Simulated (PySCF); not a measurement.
# HBS (hydrogen boron sulfide): PBE/STO-3G

What is the energy change on altering one bond length of HBS (hydrogen boron sulfide) at PBE/STO-3G? The job is set up through a Python script.

The results are computed with PySCF 2.14.0.

9 further runs of the same task are left out: 9 set aside as unsound or not needed.

### 1 The structure to begin with

The species is HBS (3 atoms), meant as a singlet with charge 0. As SMILES, `B=S`. Geometry: relaxed at GFN2-xTB.

Bond lengths: B1–S2 1.592 Å, B1–H3 1.144 Å. Angles: S2–B1–H3 179.9°.

### 2 A single-point energy at PBE/STO-3G

Input file run.py:

```python
from pyscf import gto, dft

molecule = gto.M(
    atom='''
B     -0.041030    -0.016100     0.142540
S      0.395320     0.146510    -1.379660
H     -0.354300    -0.130410     1.237110
''',
    basis='sto-3g',
    verbose=3,
    max_memory=1860,
)

mf = dft.RKS(molecule, xc='pbe')
mf.grids.level = 5
mf.conv_tol = 1e-10
mf.kernel()
if not mf.converged:
    mf = mf.newton().run(mf.mo_coeff, mf.mo_occ)

etot = mf.e_tot
print('E(%s) = %.9f' % ('PBE', etot))
```

The run is started by

```bash
$ OMP_NUM_THREADS=1 python run.py
```

The log of the run:

```text
converged SCF energy = -418.700818334447
E(PBE) = -418.700818334
```

Wall time 1.3 s (1 thread of Arm Neoverse V2, shared host); peak memory 0.17 GiB.

### 3 The distorted shape

Input file calc.py:

```python
from pyscf import gto, dft

mol = gto.M(
    atom='''
B    0.115615   0.041059  -0.404781
S    0.551965   0.203669  -1.926981
H   -0.354300  -0.130410   1.237110
''',
    basis='sto-3g',
    max_memory=1860,
    verbose=3,
    charge=0,
)

calc0 = dft.RKS(mol, xc='pbe')
calc0.grids.level = 5
calc0.conv_tol = 1e-10
calc0.kernel()
if not calc0.converged:
    calc0 = calc0.newton().run(calc0.mo_coeff, calc0.mo_occ)

energy = calc0.e_tot
print(f'total energy: {energy:.8f} hartree')
```

The run is started by

```bash
$ OMP_NUM_THREADS=1 python calc.py
```

The log of the run:

```text
converged SCF energy = -418.615730307572
total energy: -418.61573031 hartree
```

Run time: 1.4 s. Hardware: 1 thread of Arm Neoverse V2, shared host; peak memory 0.17 GiB.

### 4 Summary of results

Level: PBE/STO-3G.

| quantity | value |
| --- | --- |
| first shape: total energy | -418.70082 Eh |
| first shape: dipole moment | 0.09 D |
| first shape: HOMO energy | -4.50 eV |
| first shape: LUMO energy | 2.00 eV |
| first shape: HOMO–LUMO gap | 6.50 eV |
| distorted shape: total energy | -418.61573 Eh |
| distorted shape: dipole moment | 0.09 D |
| distorted shape: HOMO energy | -4.52 eV |
| distorted shape: LUMO energy | 2.08 eV |
| distorted shape: HOMO–LUMO gap | 6.60 eV |
| energy change with the B1–H3 bond stretched from 1.144 to 1.716 Å | 2.315 eV |

**Reading.** With the B1–H3 bond stretched from 1.144 to 1.716 Å the energy rises by 2.32 eV (223 kJ/mol). The first shape isn't relaxed at this level, so the change isn't measured from a minimum. The minimal basis adds a large error of its own. Mulliken charges (distorted shape) run from -0.06 on B1 to +0.08 on S2.
